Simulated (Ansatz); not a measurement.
**CHO (doublet): the correlation ladder, def2-TZVPP**

One table from this session's results is given with a row withheld; the runs are named, their logs left out.

Computed with Ansatz 0.2.0, Gaussian basis. Level: def2-TZVPP, core rule «outside noble gas», up to 2 orbitals frozen.

To be run: UHF; ROHF; CCSD(T) on UHF.

2 further runs of the same task are left out: 2 set aside as unsound or not needed.

### What is computed

The geometry is a PBE0/def2-TZVP stationary point (not a proven minimum).

3 atoms, charge 0, spin multiplicity 2.

Atoms are counted from 1 here; the program's logs count them from 0.

Bond lengths: O1–C2 1.265 Å, O1–H3 0.984 Å. Angles: C2–O1–H3 114.4°.

The first run:

in.yaml reads:

```yaml
crystal:
  periodic: [false, false, false]
  atoms:
    - {symbol: O, position_ang: [0.000000, -0.101264, 0.500232]}
    - {symbol: C, position_ang: [0.000000, 0.073612, -0.752550]}
    - {symbol: H, position_ang: [0.000000, 0.730231, 1.027088]}
basis:
  gaussian: {orbitals: def2-TZVPP}
magnetization: {spin_polarized: true, initial_magnetization: 1}
hamiltonian: {xc: hf}
output: {orbitals: {seedname: orbitals}}
```

Launch:

```
ansatz run in.yaml --threads 1 --pin off --events-out ev --progress --plain --max-ram 4096MiB --backend cpu
```

Steps of the session up to this table: UHF; ROHF; CCSD(T) on UHF.

One table of the session follows, with a row left open; its other results are not shown here.

| method | from UCCSD(T) (meV) |
| --- | --- |
| ROHF | +10352.9 |
| UHF | ? |
| UMP2 | +848.0 |
| UCCSD | +389.4 |
| UCCSD(T) | 0 |

**Question.** Estimate the row for UHF.

As computed: from UCCSD(T) (meV): +10211.4. In the column «from UCCSD(T) (meV)» it lies between UMP2 (+848.0) and ROHF (+10352.9).

With the free atoms at the same levels and basis (separate runs), the atomisation energy is 9.928 eV at UCCSD(T), 6.674 eV at ROHF.
